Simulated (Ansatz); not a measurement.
**SiH3 radical (SMILES [SiH3]): single points off equilibrium**

The task here is to estimate one member of a computed series from the others.

Method: single points in def2-TZVPP; program: Ansatz 0.2.0, Gaussian basis.

Correlated methods freeze the cores. Orbitals are unrestricted.

### Where the work starts

4 atoms, charge 0, spin multiplicity 2.

Atoms are counted from 1 here; the program's logs count them from 0.

Bond lengths: Si1–H2 1.447 Å, Si1–H3 1.413 Å, Si1–H4 1.341 Å. Angles: H2–Si1–H3 114.2°, H2–Si1–H4 125.1°, H3–Si1–H4 108.2°.

Geometry (Å):

```xyz
4
charge 0, multiplicity 2
Si    0.1714    0.0232   -0.1086
H     0.5310    0.6451    1.1479
H    -0.2917   -1.3057    0.0148
H    -0.5181    0.6167   -1.0933
```

Set-up of the first run:

run/in.yaml

```yaml
crystal:
  periodic: [false, false, false]
  atoms:
    - {symbol: Si, position_ang: [0.171400, 0.023200, -0.108600]}
    - {symbol: H, position_ang: [0.531000, 0.645100, 1.147900]}
    - {symbol: H, position_ang: [-0.291700, -1.305700, 0.014800]}
    - {symbol: H, position_ang: [-0.518100, 0.616700, -1.093300]}
basis:
  gaussian: {orbitals: def2-TZVPP}
magnetization: {spin_polarized: true, initial_magnetization: 1}
correlation: {method: ccsd_t}
scf: {omitted_lower_state_checks: [cluster_reference]}
output: {forces: true}
```

The command line of these runs was not kept.

Among the steps run: CCSD(T)/def2-TZVPP; PBE0-D4/def2-TZVPP; wB97M-V/def2-TZVPP; r2SCAN-D4/def2-TZVPP; PBE-D4/def2-TZVPP; revPBE-D4/def2-TZVPP; HSE06-D4/def2-TZVPP.

One table of the session follows, with a row left open; its other results are not shown here.

| method | RMS force component (eV/Å) | angle to CCSD(T) forces (°) | dipole (D) |
| --- | --- | --- | --- |
| CCSD(T) | 1.399 | reference | 0.32 |
| PBE0-D4 | 1.419 | 1.7 | 0.30 |
| wB97M-V | ? | ? | ? |
| r2SCAN-D4 | 1.391 | 2.3 | 0.27 |
| PBE-D4 | 1.455 | 4.1 | 0.28 |
| revPBE-D4 | 1.474 | 4.3 | 0.29 |
| HSE06-D4 | 1.419 | 1.8 | 0.30 |

Q: Estimate the row for wB97M-V from the others.

As computed: RMS force component (eV/Å): 1.342; angle to CCSD(T) forces (°): 1.8; dipole (D): 0.26. In the column «RMS force component (eV/Å)» it is the lowest.
